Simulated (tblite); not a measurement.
Compound: C₃H₄F₂.
Cartesian coordinates in Å at the GFN2-xTB level; atoms count from 1:
```xyz
9
C3H4F2 angstrom
F      2.553    0.133   -0.151
C      1.256    0.455   -0.051
C      0.315   -0.469   -0.052
C     -1.142   -0.161    0.057
F     -1.374    1.185    0.160
H      1.099    1.520    0.025
H      0.564   -1.516   -0.132
H     -1.682   -0.512   -0.832
H     -1.575   -0.629    0.950
```

Method: GFN2-xTB as coded in tblite; computed harmonic values from a numerical Hessian at the method's own geometry, unscaled. Errors from tens to a few hundred cm⁻¹ against measured bands are possible. One conformer, not necessarily the lowest.

Harmonic wavenumbers (cm⁻¹): 124.1, 181.6, 265.0, 385.4, 633.4, 710.2, 942.7, 946.3, 994.5, 1090.9, 1129.6, 1197.6, 1216.1, 1258.0, 1316.4, 1426.2, 1732.9, 2905.0, 2922.8, 3091.2, 3105.2.

A = 16565, B = 2537, C = 2232 MHz; mass 78.028 u (most abundant isotopes); point group Cs, symmetry number 1.

**Question.** Zero-point energy?

**Answer.** Half the sum of the wavenumbers: 13788 cm⁻¹ = 39.42 kcal/mol.

**Question.** Give the ideal-gas entropy at 273.15 K and 1 bar in the rigid-rotor, harmonic-oscillator model (classical rotation).

**Answer.** Translation 38.57, rotation 25.38, vibration 8.34: S = 72.3 cal/(mol K).

**Question.** And Cp and H(273.15 K) − H(0)?

**Answer.** Cp = 18.31 cal/(mol K), of which vibrations give 10.36 (their classical limit is 21 R = 41.7); H(273.15 K) − H(0) = 3.51 kcal/mol without the zero-point energy, 1.34 from vibrations.

**Question.** How do the functions run with temperature in this model?

**Answer.** 
| T (K) | S (cal/(mol K)) | Cp (cal/(mol K)) | H − H(0) (kcal/mol) | G − H(0) (kcal/mol) | ln q(vib) |
| --- | --- | --- | --- | --- | --- |
| 100 | 57.9 | 11.6 | 0.93 | -4.86 | 0.29 |
| 200 | 67.1 | 15.3 | 2.28 | -11.14 | 1.09 |
| 300 | 74.1 | 19.5 | 4.01 | -18.20 | 1.98 |
| 500 | 86.0 | 27.6 | 8.76 | -34.24 | 3.86 |
| 800 | 100.8 | 35.3 | 18.30 | -62.34 | 6.74 |
| 1000 | 109.1 | 38.6 | 25.71 | -83.35 | 8.57 |

q(vib) and H(0) count from the zero-point level.

**Question.** What must be added to the electronic energy to get the Gibbs energy at 273.15 K and 1 bar?

**Answer.** ZPE + [H(273.15 K) − H(0)] − T·S = 39.42 + 3.51 − 19.75 = 23.18 kcal/mol.

**Question.** Which modes carry the vibrational entropy at 273.15 K?

**Answer.** 124.1 cm⁻¹: 2.87; 181.6 cm⁻¹: 2.15; 265.0 cm⁻¹: 1.48; 385.4 cm⁻¹: 0.89; 633.4 cm⁻¹: 0.32; 710.2 cm⁻¹: 0.23 cal/(mol K); the other 15 give 0.41 together.

Hindered rotation and anharmonicity are outside this model. Other conformers, if any are populated, would add a mixing term that is left out.

Run on one thread, x86-64 server, shared host. This covers the Hessian and the dipole derivatives.
